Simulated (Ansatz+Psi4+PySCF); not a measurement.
Values are calculated unless marked as measured or tabulated.
This Psi4 input gave a total energy of -107.16783 hartree.

```
molecule {
0 1
Li 0.000000 0.000000 -1.174970
F 0.000000 0.000000 1.958270
}

basis {
assign F cc-pVTZ
assign Li cc-pCVTZ
}
set reference uhf
set scf_type pk
set mp2_type conv
set cc_type conv
set num_frozen_docc 1
energy('mp2')
```

**Question.** Write an input for PySCF with the same method and basis set.

**Answer.**

```python
from pyscf import gto, scf, mp

mol = gto.M(atom="""
Li 0.000000 0.000000 -1.174970
F 0.000000 0.000000 1.958270
""", basis={'F': 'cc-pvtz', 'Li': 'cc-pcvtz'}, charge=0, spin=0)
mf = scf.UHF(mol)
mf.kernel()
pt = mp.MP2(mf, frozen=1).run()
print(mf.e_tot, pt.e_corr, pt.e_tot)
```

PySCF 2.14.0 gave -107.16783 hartree, 0.00 meV from the first.
